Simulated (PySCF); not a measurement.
# What each rung costs, and what it gives

Saddle point of SiNH₇O, closed shell (SiNH₅O ([NH2][SiH2][OH]) + H₂ → SiNH₅ ([NH2][SiH3]) + H₂O; bonds formed: Si1–H7, O2–H6; bonds broken: Si1–O2, H6–H7), PBE0-D4/def2-TZVP structure:

```
atom    x (Å)    y (Å)    z (Å)
 Si1  -0.1767  -0.5596   0.1304
  O2   1.4563   0.3798  -0.0956
  H3   0.3125  -1.7829  -0.5445
  H4  -1.3149  -0.9593   1.0159
  N5  -1.0304   0.6422  -0.7587
  H6   1.3688  -0.1045   1.0037
  H7   0.7564  -0.6858   1.6160
  H8   1.3359   1.3359  -0.0515
  H9  -0.6719   1.0893  -1.5863
 H10  -2.0360   0.6449  -0.7293
```

Barriers are electronic and count from the start structure reached by relaxing down the imaginary mode.

PySCF 2.14 with density fitting (its default auxiliary sets; JK sets also for MP2 and CCSD(T)); basis: as named in each row; cores frozen in the correlated methods. B3LYP uses VWN-RPA correlation. Extrapolation: Hartree–Fock as exp(−7.88 √X), correlation as X^−2.97.

Times are rough, for one single point on 4 threads of a shared host (Intel Xeon).

The estimate by CCSD(T) at an estimated basis limit (MP2 extrapolated from triple and quadruple zeta, plus CCSD(T) − MP2 in triple zeta) is 2.431 eV.

```
   method       basis  time (s)  barrier (eV)  method less estimate
       HF      STO-3G         2         3.718                 1.287
 B3LYP-D4       6-31G         8         2.349                -0.081
      MP2  def2-QZVPP         8         2.426                -0.004
  PBE0-D4    def2-SVP         9         2.028                -0.403
   PBE-D4    def2-SVP        11         1.844                -0.587
    SPW92  def2-TZVPP        16         1.646                -0.785
  CCSD(T)    def2-SVP        22         2.371                -0.059
 BHLYP-D4  def2-TZVPP        23         2.581                 0.151
   PBE-D4  def2-TZVPP        25         2.019                -0.412
  PBE0-D4  def2-TZVPP        25         2.184                -0.247
 B3LYP-D4  def2-TZVPP        25         2.386                -0.044
r2SCAN-D4  def2-TZVPP        40         2.191                -0.239
  wB97M-V  def2-TZVPP       460         2.347                -0.084
  CCSD(T)  def2-TZVPP       470         2.431                 0.001
```

All methods are single points on the PBE0-D4 structures.

No T1 diagnostic of these runs exceeds 0.012.

Labels in which every atom is bracketed show which atoms are joined, not bond orders.
